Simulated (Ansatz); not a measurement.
# BFHSi: the cost of one run

Method: def2-QZVPP, core rule «outside noble gas», up to 7 orbitals frozen; program: Ansatz 0.2.0, Gaussian basis.

To be run: UHF; ROHF; CCSD(T) on UHF.

### Step 1. The geometry

The geometry is a PBE0/def2-TZVP stationary point (not a proven minimum) of the parent state, kept for this charge and spin.

4 atoms, charge 0, spin multiplicity 2.

Atoms are counted from 1 here; the program's logs count them from 0.

Bond lengths: B1–Si2 1.844 Å, Si2–F3 1.594 Å, Si2–H4 1.480 Å. Angles: B1–Si2–F3 125.8°, B1–Si2–H4 130.2°, F3–Si2–H4 104.0°.

### Step 2. UHF

Input file in.yaml:

```yaml
crystal:
  periodic: [false, false, false]
  atoms:
    - {symbol: B, position_ang: [0.000000, -0.501036, 1.797314]}
    - {symbol: Si, position_ang: [0.000000, 0.361580, 0.166961]}
    - {symbol: F, position_ang: [0.000000, -0.345292, -1.261620]}
    - {symbol: H, position_ang: [0.000000, 1.807190, -0.149981]}
basis:
  gaussian: {orbitals: "def2-QZVPP.json"}
magnetization: {spin_polarized: true, initial_magnetization: 1}
hamiltonian: {xc: hf}
output: {orbitals: {seedname: orbitals}}
```

The run is started by

```
$ ansatz run in.yaml --threads 1 --pin off --events-out ev --progress --plain --max-ram 2393MiB
```

Q: Estimate wall time and peak memory on 1 thread of Arm Neoverse V2, shared host.

About 38 s, with a peak of 0.52 GiB.
